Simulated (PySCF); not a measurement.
Isomers of C3H5N3.

All values: PBE0/def2-SVPD (PySCF) at GFN2-xTB geometries, gas phase, one conformer each. Core orbitals are frozen in the response; Δα² is half the sum of the squared differences of the principal polarisabilities.

**Question.** Rank by polarisability anisotropy Δα, highest first.
A. `CN1C=CN=N1`
B. `CN1N=CC=N1`
C. `Cn1cnnc1`

**Answer.** B (4.20 Å³), A (3.98 Å³), C (3.65 Å³).

**Question.** Rank by HOMO–LUMO gap, highest first.
A. `CN1C=NC=N1`
B. `Cn1cnnc1`
C. `Cn1nccn1`

**Answer.** A (7.77 eV), C (7.55 eV), B (7.29 eV).

All values together:

```tsv
SMILES	μ (D)	HOMO (eV)	LUMO (eV)	α (Å³)	Δα (Å³)
Cn1ccnn1	4.64	-7.55	-0.10	8.02	3.98
Cn1nccn1	0.50	-7.66	-0.12	8.03	4.20
Cn1cncn1	3.32	-7.73	0.04	7.89	3.91
Cn1cnnc1	6.18	-7.13	0.17	7.85	3.65
```
